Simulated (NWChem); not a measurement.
CN anion

```xyz
2

C      0.0000     0.0000    -0.6332
N      0.0000     0.0000     0.5409
```
Atoms are numbered in this order, from 1.

All runs: NWChem. Geometry: optimised at B3LYP/def2-SVPD. Level: M06-2X/aug-cc-pVDZ with SMD (1 M gas to 1 M solution), gas-phase geometry. Reactions with the solvent are ignored.

Order these by “cavity-dispersion-structure term (kcal/mol)”, lowest first: cyclohexane; anisole; water; 1-propanol.

cyclohexane (2.4), anisole (3.0), 1-propanol (4.8), water (6.4)
